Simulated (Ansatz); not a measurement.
**Two structures, one formula**

Two relaxed structures of C₂H₄N, doublet (PBE0-D4/def2-TZVP; forces vanish, vibrations not checked).

A:

| atom | x (Å) | y (Å) | z (Å) |
| --- | --- | --- | --- |
| C1 | -1.2394 | -0.3765 | -0.8860 |
| N2 | -0.5878 | -0.0778 | 0.2311 |
| C3 | 0.6513 | 0.4888 | 0.2541 |
| H4 | -2.2015 | -0.8158 | -0.5661 |
| H5 | -0.9751 | -0.2550 | 1.1597 |
| H6 | 1.1133 | 0.7004 | 1.2067 |
| H7 | 1.1101 | 0.6983 | -0.6997 |

B:

```
7
angstrom
C -0.5729 -0.3055 0.1531
N -1.3451 -0.2581 -0.8057
C 0.7980 0.2245 0.2969
H -2.2581 -0.6943 -0.6902
H 1.4850 -0.5909 0.5338
H 0.8353 0.9271 1.1323
H 1.1276 0.7267 -0.6191
```

Computed with Ansatz 0.2.0 (basis: def2-TZVPP); correlated methods freeze the cores; orbitals are unrestricted. B3LYP uses VWN-RPA correlation.

Which structure is lower at CCSD(T), and by how much? (An estimate is asked for; the value comes from the calculation.)

Computed: B, by 189.6 kJ/mol (electronic energy, against the other). By their contacts, A is C₂H₄N ([CH][NH][CH2]) and B is C₂H₄N ([CH3][C][NH]).

All methods give the same order:

| method | E(B) − E(A) (kJ/mol) |
| --- | --- |
| PBE-D4 | -189.1 |
| r2SCAN-D4 | -186.1 |
| PBE0-D4 | -187.1 |
| B3LYP-D4 | -184.7 |
| wB97M-V | -183.0 |
| HF | -167.5 |
| MP2 | -196.2 |
| CCSD | -186.3 |
| CCSD(T) | -189.6 |

The T1 diagnostic stays at or below 0.027. ⟨S²⟩ of the unrestricted Hartree–Fock references: 0.80 (a pure state has 0.75). The unrestricted reference is spin-contaminated, which hurts MP2 most.

Labels in which every atom is bracketed show which atoms are joined, not bond orders.

For scale, one of the runs: CCSD(T)/def2-TZVPP, 149 basis functions, launched by `ansatz run in.yaml --threads 2 --pin off --events-out ev --progress --plain --max-ram 4352MiB`. The run took 56 s on 2 CPU threads of an Arm Neoverse V2 (shared host), with 2.3 GiB of host memory at its peak.
